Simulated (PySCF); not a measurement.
Species: C3H4N2S.
Cartesian coordinates in Å at the PBE0-D3(BJ)/def2-SVP level; atoms count from 1:
```xyz
10
C3H4N2S angstrom
N     -1.6472   -0.1007   -0.1931
C     -0.2852    0.0832   -0.0368
C      0.6216   -0.9699    0.3171
N      1.8942   -0.6658    0.3765
S      2.1007    0.9279   -0.0006
C      0.4323    1.2419   -0.2461
H     -2.0434   -0.8453    0.3672
H     -2.2070    0.7410   -0.1464
H      0.3104   -1.9975    0.5340
H      0.0547    2.2237   -0.5303
```

Computed with core-valence-separated Tamm–Dancoff BHandHLYP/aug-pcX-1 (pcseg-1 on H, def2-SVPD on S) in PySCF, non-relativistic, gas phase, PBE0-D3(BJ)/def2-SVP geometry. BHandHLYP without relativity tends to put these K edges a few eV too low, so spacings mean more than positions.

The lowest roots of each edge with f over 0.003 (five at most, numbered afresh; weaker and dark ones are left out), with transition dipoles (au) in the frame of the coordinates:

```json
{"root": "1", "edge": "C", "E (eV)": "283.48", "μx": "0.0082", "μy": "-0.0187", "μz": "-0.0761"}
{"root": "2", "edge": "C", "E (eV)": "283.52", "μx": "-0.0100", "μy": "0.0235", "μz": "0.0931"}
{"root": "3", "edge": "C", "E (eV)": "284.57", "μx": "-0.0091", "μy": "0.0230", "μz": "0.0912"}
{"root": "4", "edge": "C", "E (eV)": "286.06", "μx": "0.0520", "μy": "0.0120", "μz": "0.0029"}
{"root": "5", "edge": "C", "E (eV)": "286.42", "μx": "0.0415", "μy": "-0.0428", "μz": "0.0137"}
{"root": "6", "edge": "N", "E (eV)": "396.88", "μx": "-0.0080", "μy": "0.0184", "μz": "0.0737"}
{"root": "7", "edge": "N", "E (eV)": "399.46", "μx": "0.0133", "μy": "0.0624", "μz": "-0.0142"}
{"root": "8", "edge": "N", "E (eV)": "399.74", "μx": "-0.0268", "μy": "0.0026", "μz": "0.0170"}
{"root": "9", "edge": "N", "E (eV)": "400.35", "μx": "0.0074", "μy": "-0.0254", "μz": "0.0293"}
{"root": "10", "edge": "N", "E (eV)": "400.74", "μx": "0.0023", "μy": "-0.0523", "μz": "-0.0002"}
```

Task: What are the oscillator strengths?

Result: f = (2/3) ΔE |μ|², with ΔE in hartree (27.2114 eV):

```
root  ΔE (Eh)  |μ|² (au)      f  core hole on
   1  10.4176   0.006211  0.043            C6
   2  10.4192   0.009313  0.065            C3
   3  10.4578   0.008923  0.062            C2
   4  10.5124   0.002852  0.020            C6
   5  10.5256   0.003735  0.026            C6
   6  14.5849   0.005840  0.057            N4
   7  14.6800   0.004271  0.042            N4
   8  14.6900   0.001012  0.010            N1
   9  14.7127   0.001560  0.015            N1
  10  14.7270   0.002742  0.027            N1
```

Task: Molecules are fixed in this frame and the field points along (0, 1, 1)/√2. What effective strengths 3 f cos²θ do the roots have (θ between field and μ)?

Result: root 1 (C6): 0.094, root 2 (C3): 0.142, root 3 (C2): 0.136, root 4 (C6): 0.002, root 5 (C6): 0.009, root 6 (N4): 0.124, root 7 (N4): 0.034, root 8 (N1): 0.006, root 9 (N1): 0.000, root 10 (N1): 0.041. Averaged over all orientations cos²θ is 1/3, which gives f back.

